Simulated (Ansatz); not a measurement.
Low-lying states of N₂ (charge +1)

Program: Ansatz, Gaussian basis, development build. State-averaged CASSCF with equal weights; occupations are averaged over the states; levels count from the state that is lowest in CASSCF. No symmetry is imposed, so a solution can break that of the shape. Lower solutions, or ones in other orbitals, may exist. The average may hold one member of a degenerate pair alone.

Geometry: bond length 1.1096 Å.

Basis cc-pVDZ, nonrelativistic, 2 orbitals frozen in the corrections; active space CAS(9,8). Averaged: 2 doublets.

CASSCF levels: doublet 0.00, doublet 1.55 eV.

(1) How does SC-NEVPT2 move them?

## Answers

(1) doublet 0.00, doublet 1.51 eV, in the same order of listing. The lowest state stays.
